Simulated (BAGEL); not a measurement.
**SiHCl (SMILES [SiH]Cl): a chain of runs**

Aim: a single-point energy (HF/6-31G*), then a single-point energy (NEVPT2(2,2)/6-31G*), then a single-point energy (CASPT2(2,2)/6-31G*) of SiHCl. 

The results are computed with BAGEL 1.2.2.

4 further runs of the same task are left out: 4 set aside as unsound or not needed.

**1. Starting point**

The species is SiHCl (3 atoms), meant as a singlet with charge 0. As SMILES, `[SiH]Cl`. The Si1–H3 distance was set to 3.517 Å, away from the relaxed value. At this shape a bond of the SMILES string is far longer than usual.

Bond lengths: Si1–Cl2 2.077 Å.

**2. The energy at HF/6-31G(d) (density fitting with svp-jkfit, spherical functions) (run 1)**

input.json

```json
{ "bagel": [

{
  "title": "molecule",
  "basis": "6-31gs.json",
  "df_basis": "svp-jkfit",
  "angstrom": false,
  "geometry": [
    { "atom": "Si", "xyz": [ -0.59680764,  4.75112675,  0.21737142 ] },
    { "atom": "Cl", "xyz": [  2.84952369,  4.33888299,  2.05067032 ] },
    { "atom": "H", "xyz": [ -1.37407656, -1.74571010, -0.94924723 ] }
  ]
},
{
  "title": "hf"
},
{
  "title": "print",
  "file": "orbitals.molden",
  "orbitals": true
}

]}
```

The basis set 6-31G* is read from a file made from the Basis Set Exchange's data (not shown).

The run is started by

```console
$ BAGEL_NUM_THREADS=1 BAGEL input.json > input.out
```

Log:

```text
* using 1 threads per process

  ===============================================================
  ===============================================================

  *** Geometry ***

  { "atom" : "Si", "xyz" : [     -0.596808,      4.751127,      0.217371 ] },
  { "atom" : "Cl", "xyz" : [      2.849524,      4.338883,      2.050670 ] },
  { "atom" : "H", "xyz" : [     -1.374077,     -1.745710,     -0.949247 ] },

  Number of auxiliary basis functions:      274

  Since a DF basis is specified, we compute 2- and 3-index integrals:
    o Being stored without compression. Storage requirement is 0.003 GB

  Number of basis functions:       38
  Number of electrons      :       32

    * METHOD: MOLECULE                             0.05

  *** RHF ***

  === Nuclear Repulsion ===
    64.8657507048

      * DIIS with orbital gradients will be used.

  === RHF iteration (6-31gs.json) ===
      0       -748.64550972          0.01728488           0.01
      1       -748.65064644          0.02032944           0.01
      2       -748.78214831          0.00233186           0.01
      3       -748.78456270          0.00085945           0.01
      4       -748.78498614          0.00025493           0.01
      5       -748.78502738          0.00008115           0.01
      6       -748.78503135          0.00002811           0.01
      7       -748.78503188          0.00000447           0.01
      8       -748.78503188          0.00000181           0.01
      9       -748.78503189          0.00000049           0.01
     10       -748.78503189          0.00000017           0.01
     11       -748.78503189          0.00000006           0.01
     12       -748.78503189          0.00000002           0.01
     13       -748.78503189          0.00000001           0.01
    * SCF iteration converged.

    * Permanent dipole moment:
           (    0.099786,    -1.956643,    -0.169177) a.u.

    * METHOD: HF                                   0.17

    * METHOD: PRINT                                0.00

  ===============================================================
```

Wall time 0.38 s (1 thread of Arm Neoverse V2, shared host); peak memory 0.14 GiB.

**3. The energy at NEVPT2(2,2)/6-31G(d) (density fitting with svp-jkfit, spherical functions) (run 2)**

input.json

```json
{ "bagel": [

{
  "title": "molecule",
  "basis": "6-31gs.json",
  "df_basis": "svp-jkfit",
  "angstrom": "false",
  "geometry": [
    { "atom": "Si", "xyz": [    -0.59680764,     4.75112675,     0.21737142 ] },
    { "atom": "Cl", "xyz": [     2.84952369,     4.33888299,     2.05067032 ] },
    { "atom": "H", "xyz": [    -1.37407656,    -1.74571010,    -0.94924723 ] }
  ]
},

{ "title": "hf", "charge": 0 },

{
  "title": "nevpt2",
  "nstate": 1,
  "nact": 2,
  "nclosed": 15,
  "charge": 0,
  "nspin": 0,
  "active": [16, 18],
  "maxiter": 200,
  "natocc": "true",
  "ncore": 10
},

{ "title": "print", "file": "orbitals.molden", "orbitals": "true" }

]}
```

The basis set 6-31G* is read from a file made from the Basis Set Exchange's data (not shown).

The run is started by

```console
$ BAGEL_NUM_THREADS=1 BAGEL input.json > input.out
```

Log:

```text
* using 1 threads per process

  ===============================================================
  ===============================================================

  *** Geometry ***

  { "atom" : "Si", "xyz" : [     -0.596808,      4.751127,      0.217371 ] },
  { "atom" : "Cl", "xyz" : [      2.849524,      4.338883,      2.050670 ] },
  { "atom" : "H", "xyz" : [     -1.374077,     -1.745710,     -0.949247 ] },

  Number of auxiliary basis functions:      274

  Since a DF basis is specified, we compute 2- and 3-index integrals:
    o Being stored without compression. Storage requirement is 0.003 GB

  Number of basis functions:       38
  Number of electrons      :       32

    * METHOD: MOLECULE                             0.05

  *** RHF ***

  === Nuclear Repulsion ===
    64.8657507048

      * DIIS with orbital gradients will be used.

  === RHF iteration (6-31gs.json) ===
      0       -748.64550972          0.01728488           0.01
      1       -748.65064644          0.02032944           0.01
      2       -748.78214831          0.00233186           0.01
      3       -748.78456270          0.00085945           0.01
      4       -748.78498614          0.00025493           0.01
      5       -748.78502738          0.00008115           0.01
      6       -748.78503135          0.00002811           0.01
      7       -748.78503188          0.00000447           0.01
      8       -748.78503188          0.00000181           0.01
      9       -748.78503189          0.00000049           0.01
     10       -748.78503189          0.00000017           0.01
     11       -748.78503189          0.00000006           0.01
     12       -748.78503189          0.00000002           0.01
     13       -748.78503189          0.00000001           0.01
    * SCF iteration converged.

    * Permanent dipole moment:
           (    0.099786,    -1.956643,    -0.169177) a.u.

    * METHOD: HF                                   0.17

    * freezing 10 orbitals
  ---------------------------
      CASSCF calculation
  ---------------------------

    ==== Active orbitals : =====
         Orbital 16
         Orbital 18
    ============================

    * nstate   :      1
    * nclosed  :     15
    * nact     :      2
    * nvirt    :     21
  === CASSCF iteration (6-31gs.json) ===

    * Using the second-order algorithm

      0  0      -748.86023578     1.23e-02      0.00

      1  0      -748.88085239     1.15e-03      0.05

      2  0      -748.88101753     2.40e-04      0.05

      3  0      -748.88102379     6.11e-05      0.05

      4  0      -748.88102419     1.55e-05      0.05

      5  0      -748.88102422     3.92e-06      0.05

      6  0      -748.88102422     9.90e-07      0.05

      7  0      -748.88102422     2.51e-07      0.05

      8  0      -748.88102422     6.34e-08      0.04

      9  0      -748.88102422     1.60e-08      0.04

     10  0      -748.88102422     4.06e-09      0.04

    * Second-order optimization converged. *

     guess   0:   closed 1.                   open ..

  === FCI iteration ===

      0  0      -748.76374632     8.50e-02      0.00
      1  0      -748.87375022     2.30e-02      0.00
      2  0 *    -748.88102422     6.66e-16      0.00

     * ci vector, state   0, <S^2> = 0.0000
       2.     0.8155563733
       .2    -0.5786776321

  === DF-NEVPT2 calculation ===

    * 3-index integral transformation done
    * assembly done

      NEVPT2 correlation energy:   -0.1842862331      0.01

          (+0)     -0.1569390574
          (+0)'    -0.0061584079
          (+1)     -0.0064705449
          (+1)'    -0.0000000000
          (+2)     -0.0001264548
          (-1)     -0.0145166118
          (-1)'     0.0000000000
          (-2)     -0.0000751562

      NEVPT2 total energy:       -749.0653104499

    * METHOD: NEVPT2                               0.51

    * METHOD: PRINT                                0.00

  ===============================================================
```

Wall time 0.88 s (1 thread of Arm Neoverse V2, shared host); peak memory 0.14 GiB.

**4. A single-point energy at CASPT2(2,2)/6-31G(d) (density fitting with svp-jkfit, spherical functions) (run 3)**

job.json

```json
{ "bagel": [

{
  "title": "molecule",
  "basis": "6-31gs.json",
  "df_basis": "svp-jkfit",
  "geometry": [
    { "atom": "Si", "xyz": [ -0.59680764,  4.75112675,  0.21737142 ] },
    { "atom": "Cl", "xyz": [  2.84952369,  4.33888299,  2.05067032 ] },
    { "atom": "H", "xyz": [ -1.37407656, -1.74571010, -0.94924723 ] }
  ]
},
{ "title": "hf" },
{ "title": "casscf", "nstate": 1, "nact": 2, "nclosed": 15, "active": [16, 18], "maxiter": 200, "natocc": true },
{ "title": "print", "file": "orbitals.molden", "orbitals": true },
{ "title": "smith", "method": "caspt2", "ms": true, "xms": true, "sssr": true, "shift": 0.2, "shift_imag": true, "ncore": 10 }

]}
```

The basis set 6-31G* is read from a file made from the Basis Set Exchange's data (not shown).

The run is started by

```console
$ BAGEL_NUM_THREADS=1 BAGEL job.json > job.out
```

Log:

```text
* using 1 threads per process

  ===============================================================
  ===============================================================

  *** Geometry ***

  { "atom" : "Si", "xyz" : [     -0.596808,      4.751127,      0.217371 ] },
  { "atom" : "Cl", "xyz" : [      2.849524,      4.338883,      2.050670 ] },
  { "atom" : "H", "xyz" : [     -1.374077,     -1.745710,     -0.949247 ] },

  Number of auxiliary basis functions:      274

  Since a DF basis is specified, we compute 2- and 3-index integrals:
    o Being stored without compression. Storage requirement is 0.003 GB

  Number of basis functions:       38
  Number of electrons      :       32

    * METHOD: MOLECULE                             0.05

  *** RHF ***

  === Nuclear Repulsion ===
    64.8657507048

      * DIIS with orbital gradients will be used.

[... 6 lines left out ...]
    * SCF iteration converged.
[... 1 line left out ...]
    * Permanent dipole moment:
[... 27 lines left out ...]
    * Second-order optimization converged. *
[... 9 lines left out ...]
     * ci vector, state   0, <S^2> = 0.0000
[... 16 lines left out ...]
    * Zeroth order energy : state  0       -0.3249204089

    * CASPT2 iteration is performed using orthogonal basis

      -------------------------------------------  CASPT2 iteration  ---------------------------------------------------
       #      aibj      arbs      arbi      airj      risj      airs      arst      rist         Etot      error   time
      ------------------------------------------------------------------------------------------------------------------

       0  -0.15575  -0.00011  -0.01563  -0.00708  -0.00022  -0.00595  -0.00000   0.00000   -0.1847315  0.0007052   0.01
       1  -0.15575  -0.00011  -0.01564  -0.00708  -0.00022  -0.00598  -0.00000   0.00000   -0.1847818  0.0000593   0.01
       2  -0.15575  -0.00011  -0.01564  -0.00708  -0.00022  -0.00598  -0.00000  -0.00000   -0.1847823  0.0000063   0.01
       3  -0.15575  -0.00011  -0.01564  -0.00708  -0.00022  -0.00598  -0.00000  -0.00000   -0.1847823  0.0000009   0.01

      ------------------------------------------------------------------------------------------------------------------

    * CASPT2 energy : state  0     -749.0676043252
        w/o shift correction       -749.0658065364
        reference weight              0.9235138565

    * METHOD: SMITH                                0.05

  ===============================================================
```

Wall time 0.9 s (1 thread of Arm Neoverse V2, shared host); peak memory 0.14 GiB.

**5. Results**

| quantity | value |
| --- | --- |
| run 1, HF/6-31G*: total energy | -748.78503 Eh |
| run 1, HF/6-31G*: dipole moment | 5.00 D |
| run 1, HF/6-31G*: HOMO energy | -6.73 eV |
| run 1, HF/6-31G*: LUMO energy | -0.93 eV |
| run 1, HF/6-31G*: HOMO–LUMO gap | 5.81 eV |
| run 2, NEVPT2(2,2)/6-31G*: total energy | -749.06531 Eh |
| run 3, CASPT2(2,2)/6-31G*: total energy | -749.06760 Eh |

What this shows: One bond (run 1, HF/6-31G*) is far stretched, which a spin-restricted single reference describes badly; a broken-symmetry solution may lie lower.
